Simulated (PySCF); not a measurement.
**Basis-set dependence of excited states**

Species: C5H12O.
SMILES: `CCCCCO`

TDDFT with PBE0 (PySCF), vertical singlets, core orbitals frozen in the response, spherical d and f functions. The structure is a single PBE0-D3(BJ)/def2-SVP conformer in the gas phase; no vibrational or solvent corrections.

```tsv
basis	functions	diffuse	S1 (eV)	S2 (eV)	S3 (eV)	S4 (eV)	S5 (eV)	LUMO (eV)	α (au)
6-31G*	108	no	8.05	9.07	9.66	9.74	9.91	2.55	58.0
6-31+G*	132	yes	6.71	7.55	7.70	7.83	8.14	0.41	64.2
def2-SVP	144	no	7.60	8.38	8.90	9.07	9.13	1.74	60.0
def2-SVPD	219	yes	6.98	7.76	8.08	8.34	8.43	0.63	69.3
aug-cc-pVDZ	246	yes	6.44	7.03	7.24	7.33	7.68	-0.11	70.9
def2-TZVP	258	no	7.20	7.95	8.54	8.63	8.77	1.04	67.2
```

**Question.** How much do these states and the polarisability depend on the basis?

**Answer.** States are compared by their number. Against the largest diffuse basis here (aug-cc-pVDZ, itself not a converged limit), sets without diffuse functions differ by up to 1.60 eV in S1 and 2.24 eV in S5; the smaller diffuse sets differ by up to 0.53 and 0.75 eV. State by state, the largest deviation of a set without diffuse functions is S1 1.60, S2 2.03, S3 2.42, S4 2.42, S5 2.24 eV. The same number needn't mean the same state in each row. Against aug-cc-pVDZ the polarisability deviates by -18% in 6-31G*, -9% in 6-31+G*, -15% in def2-SVP, -2% in def2-SVPD, -5% in def2-TZVP. A single + in a Pople set puts diffuse functions on heavy atoms only.
